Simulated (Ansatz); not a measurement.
# Lanthanum (dhcp) across density functionals

All rows: Ansatz, plane waves with scalar-relativistic PAW, 420 eV (500 eV for the SCAN forms), relaxed under each functional, no dispersion correction, no zero-point motion. B₀ comes from uniform scaling at fixed shape; a dash is a value not given.

The measured cell (COD entry 9008525) has a = 3.770 Å, c = 12.159 Å (c/a = 3.225), 37.42 Å³/atom.

```csv
functional,V (Å³/atom),cell,B₀ (GPa),magnetic state
r²SCAN,37.46,"a = 3.787 Å, c = 12.062 Å (c/a = 3.185)",23,spin not included
PBEsol,34.19,"a = 3.665 Å, c = 11.757 Å (c/a = 3.208)",27,spin not included
LDA,32.41,"a = 3.600 Å, c = 11.552 Å (c/a = 3.209)",30,spin not included
revPBE,38.73,"a = 3.819 Å, c = 12.267 Å (c/a = 3.212)",24,spin not included
RPBE,39.28,"a = 3.837 Å, c = 12.326 Å (c/a = 3.213)",24,spin not included
BLYP,40.10,"a = 3.862 Å, c = 12.416 Å (c/a = 3.215)",25,spin not included
```

Problem. What does PBE give?

Solution. V (Å³/atom): 37.33; cell: a = 3.773 Å, c = 12.113 Å (c/a = 3.211); B₀ (GPa): 25; magnetic state: spin not included.
